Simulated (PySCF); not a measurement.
How the method moves the HOMO and LUMO of `CCC1C[NH2+]C1`

C5H12N (charge +1).
Numbering: `[CH3:1][CH2:2][CH:3]1[CH2:4][NH2+:5][CH2:6]1` (hydrogens: H7, H8, H9 on C1; H10, H11 on C2; H12 on C3; H13, H14 on C4; H15, H16 on N5; H17, H18 on C6)

Structure used (PBE0-D3(BJ)/def2-SVP), in Å, numbered top down from 1:
```
atom  x, y, z in Å
C1     2.1973   -0.6292    0.1094
C2     1.1343    0.0441   -0.7436
C3    -0.0558    0.5108    0.0695
C4    -0.9637   -0.5627    0.6992
N5    -2.1854    0.2016    0.2296
C6    -1.2969    1.0286   -0.6769
H7     1.8109   -1.5304    0.6126
H8     2.5814    0.0510    0.8850
H9     3.0509   -0.9437   -0.5067
H10    0.7826   -0.6439   -1.5333
H11    1.5629    0.9158   -1.2653
H12    0.2680    1.2358    0.8340
H13   -0.9287   -1.5303    0.1796
H14   -0.9538   -0.7195    1.7850
H15   -2.6137    0.7586    0.9772
H16   -2.9364   -0.3396   -0.2139
H17   -1.5403    2.0981   -0.6487
H18   -1.3854    0.6504   -1.7045
```

Basis pcSseg-1 throughout (PySCF), one geometry. One conformer (not necessarily the lowest) at the PBE0-D3(BJ)/def2-SVP geometry, without solvent, vibrations or thermal averaging.

Problem. How do the orbital energies and the gap change with the method?

Solution. 
```tsv
method	kind	HOMO (eV)	LUMO (eV)	gap (eV)	SCF cycles
BLYP	GGA	-11.81	-5.49	6.32	13
OPBE	GGA	-11.85	-5.29	6.55	14
LDA	LDA	-11.86	-5.60	6.26	13
PBE	GGA	-11.87	-5.47	6.40	13
B97-D	GGA	-11.92	-5.34	6.58	13
BP86	GGA	-11.98	-5.40	6.58	13
KT2	GGA	-12.01	-5.56	6.45	14
KT3	GGA	-12.09	-5.68	6.41	13
B97-2	global hybrid	-13.07	-4.52	8.55	12
B3LYP	global hybrid	-13.11	-4.88	8.23	12
PBE0	global hybrid	-13.29	-4.50	8.79	12
mPW1PW91	global hybrid	-13.34	-4.53	8.81	12
BHandHLYP	global hybrid	-14.69	-3.74	10.95	12
CAM-B3LYP	range-separated hybrid	-14.74	-3.63	11.11	12
wB97X-D	range-separated hybrid	-15.23	-2.61	12.61	12
LC-wPBE	range-separated hybrid	-16.11	-2.21	13.90	12
HF	Hartree–Fock	-16.83	-1.37	15.45	10
```

The HOMO spans 5.02 eV, from BLYP down to HF, and the gap runs from 6.26 eV (LDA) to 15.45 eV (HF). Over the methods BLYP (0 %), OPBE (0 %), LDA (0 %), PBE (0 %), B97-D (0 %), BP86 (0 %), KT2 (0 %), KT3 (0 %), B97-2 (21 %), B3LYP (20 %), PBE0 (25 %), mPW1PW91 (25 %), BHandHLYP (50 %), HF (100 %), a straight line through the gap against the share of exact exchange rises by 0.90 eV for each 10 % (correlation coefficient 0.999).

The vertical ΔSCF ionisation energy at CAM-B3LYP/def2-SVPD is 15.70 eV; −ε(HOMO) comes closest to it with LC-wPBE (16.11 eV).
